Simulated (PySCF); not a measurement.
# singlet [C2F3]− at 6 levels

We compute a comparison of 6 runs (HF/STO-3G, BHLYP/aug-cc-pVDZ, CAM-B3LYP/aug-cc-pVDZ, PBE0/aug-cc-pVDZ, r2SCAN/aug-cc-pVDZ, SCS-MP2/aug-cc-pVDZ) of singlet [C2F3]−. The job is set up through a Python script.

Program for the calculation: PySCF 2.14.0.

3 further runs of the same task are left out: 3 set aside as unsound or not needed.

## (1) The molecule

[C2F3]−: 5 atoms, total charge -1, spin state singlet. As SMILES of the parent species, `F[C]=C(F)F`. The shape is that of a PBE0-D4/def2-TZVP optimisation. That shape belongs to the parent species and isn't relaxed for this state.

Bond lengths: F1–C2 1.297 Å, C2–C3 1.311 Å, C3–F4 1.317 Å, C3–F5 1.311 Å. Angles: F1–C2–C3 129.8°, C2–C3–F4 124.9°, C2–C3–F5 123.2°, F4–C3–F5 111.9°.

## (2) The energy at HF/STO-3G (run 1)

geometry.xyz reads:

```xyz
5
C2F3
F      0.577720    -1.033470     1.511080
C      0.506940     0.038840     0.785720
C     -0.126500     0.247860    -0.343200
F     -0.848620    -0.650470    -0.980670
F     -0.109540     1.397240    -0.972920
```

input.py reads:

```python
from pyscf import gto, scf

molecule = gto.Mole()
molecule.atom = 'geometry.xyz'
molecule.max_memory = 1860
molecule.verbose = 3
molecule.charge = -1
molecule.spin = 0
molecule.basis = 'sto-3g'
molecule.build()

calc0 = scf.RHF(molecule)
calc0.conv_tol = 1e-10
calc0.kernel()
if not calc0.converged:
    calc0 = calc0.newton().run(calc0.mo_coeff, calc0.mo_occ)

e_tot = calc0.e_tot
print('Final energy', e_tot)
```

The run is started by

```sh
$ OMP_NUM_THREADS=1 python input.py
```

Standard output:

```text
converged SCF energy = -368.624556961413
Final energy -368.6245569614126
```

Wall time 1.7 s (1 thread of Intel Xeon at 2.50GHz (Skylake/Cascade Lake), shared host); peak memory 0.1 GiB.

## (3) A single-point energy at BHLYP/aug-cc-pVDZ (run 2)

job.py reads:

```python
from pyscf import gto, dft

molecule = gto.Mole()
molecule.atom = '''
F      0.577720    -1.033470     1.511080
C      0.506940     0.038840     0.785720
C     -0.126500     0.247860    -0.343200
F     -0.848620    -0.650470    -0.980670
F     -0.109540     1.397240    -0.972920
'''
molecule.verbose = 4
molecule.charge = -1
molecule.max_memory = 1860
molecule.basis = 'aug-cc-pvdz'
molecule.build()

myscf = dft.RKS(molecule)
myscf.xc = 'bhandhlyp'
myscf.grids.level = 5
myscf.conv_tol = 1e-10
myscf.kernel()
if not myscf.converged:
    myscf = myscf.newton().run(myscf.mo_coeff, myscf.mo_occ)

e_tot = myscf.e_tot
print(f'total energy: {e_tot:.8f} hartree')
```

The run is started by

```sh
$ OMP_NUM_THREADS=1 python job.py
```

Standard output:

```text
PySCF version 2.14.0

[... 77 lines left out ...]
converged SCF energy = -375.537199125586
total energy: -375.53719913 hartree
```

It took 66 s on 1 thread of Intel Xeon at 2.50GHz (Skylake/Cascade Lake), shared host; peak memory 0.61 GiB.

Run 3 isn't shown in full; the table further down has it.

## (4) A single-point energy at PBE0/aug-cc-pVDZ (run 4)

input.xyz reads:

```xyz
5
C2F3
F      0.577720    -1.033470     1.511080
C      0.506940     0.038840     0.785720
C     -0.126500     0.247860    -0.343200
F     -0.848620    -0.650470    -0.980670
F     -0.109540     1.397240    -0.972920
```

calc.py reads:

```python
from pyscf import gto, dft

mol = gto.M(
    atom='input.xyz',
    max_memory=1860,
    verbose=3,
    basis='aug-cc-pvdz',
    charge=-1,
)

myscf = dft.RKS(mol)
myscf.xc = 'pbe0'
myscf.grids.level = 5
myscf.conv_tol = 1e-10
myscf.kernel()
if not myscf.converged:
    myscf = myscf.newton().run(myscf.mo_coeff, myscf.mo_occ)

e_tot = myscf.e_tot
print('Final energy', e_tot)
```

The run is started by

```sh
$ OMP_NUM_THREADS=1 python calc.py
```

Standard output:

```text
converged SCF energy = -375.324337267242
Final energy -375.3243372672424
```

It took 64 s on 1 thread of Intel Xeon at 2.50GHz (Skylake/Cascade Lake), shared host; peak memory 0.61 GiB.

Run 5 isn't shown in full; the table further down has it.

## (5) The energy at SCS-MP2/aug-cc-pVDZ (run 6)

calc.py reads:

```python
from pyscf import gto, scf, mp

system = gto.M(
    atom='''
F      0.577720    -1.033470     1.511080
C      0.506940     0.038840     0.785720
C     -0.126500     0.247860    -0.343200
F     -0.848620    -0.650470    -0.980670
F     -0.109540     1.397240    -0.972920
''',
    max_memory=1860,
    basis='aug-cc-pvdz',
    charge=-1,
    verbose=4,
)

mf = scf.RHF(system)
mf.conv_tol = 1e-10
mf.kernel()
if not mf.converged:
    mf = mf.newton().run(mf.mo_coeff, mf.mo_occ)

pt = mp.MP2(mf, frozen=5).run()
energy = mf.e_tot + 1.2 * pt.e_corr_os + pt.e_corr_ss / 3
print(f'total energy: {energy:.8f} hartree')
```

The run is started by

```sh
$ OMP_NUM_THREADS=1 python calc.py
```

Standard output:

```text
PySCF version 2.14.0

[... 63 lines left out ...]
converged SCF energy = -373.976702938421
[... 1 line left out ...]
******** <class 'pyscf.mp.mp2.RMP2'> ********
nocc = 15, nmo = 110
frozen orbitals 5
E(RMP2) = -374.847436102923  E_corr = -0.870733164502254
E(SCS-RMP2) = -374.813378901073  E_corr = -0.836675962651666
E_corr(same-spin) = -0.240235193943506
E_corr(oppo-spin) = -0.630497970558748
total energy: -374.81337890 hartree
```

It took 11 s on 1 thread of Intel Xeon at 2.50GHz (Skylake/Cascade Lake), shared host; peak memory 0.37 GiB.

## (6) All runs side by side

```tsv
run	level	integration grid	frozen core orbitals	energy (Eh)	HOMO energy (eV)	LUMO energy (eV)	HOMO–LUMO gap (eV)	wall time
1	HF/STO-3G	–	–	-368.624557	3.08	19.75	16.67	1.7 s
2	BHLYP/aug-cc-pVDZ	5	–	-375.537199	-0.50	4.61	5.11	66 s
3	CAM-B3LYP/aug-cc-pVDZ	5	–	-375.594016	-0.69	4.70	5.40	1.8 min
4	PBE0/aug-cc-pVDZ	5	–	-375.324337	0.77	4.35	3.58	64 s
5	r2SCAN/aug-cc-pVDZ	5	–	-375.526614	1.80	4.45	2.64	1.9 min
6	SCS-MP2/aug-cc-pVDZ	–	5	-374.813379	-2.46	5.37	7.83	11 s
```

## (7) What came out

| quantity | value |
| --- | --- |
| run 6: total energy | -374.81338 Eh |
| run 6: HOMO energy (Hartree–Fock orbitals) | -2.46 eV |
| run 6: LUMO energy (Hartree–Fock orbitals) | 5.37 eV |
| run 6: HOMO–LUMO gap (to an unbound level, set by the basis) | 7.83 eV |
| run 6: correlation energy (5 core orbitals frozen) | -836.7 mEh |

**Reading.** Over runs 1, 2, 3, 4, 5 the HOMO–LUMO gap runs from 2.64 eV (r2SCAN/aug-cc-pVDZ) to 16.67 eV (HF/STO-3G). The two ends differ in method and basis. The empty levels of an anion lie above zero and hang on the basis. Totals of different functionals can't be ranked against each other. In runs 1, 4, 5 the HOMO lies above zero, so the outermost electron may be held by the basis alone. In run 1 the basis is minimal, so the values are rough. All runs together took 6.1 min, the longest 1.9 min.
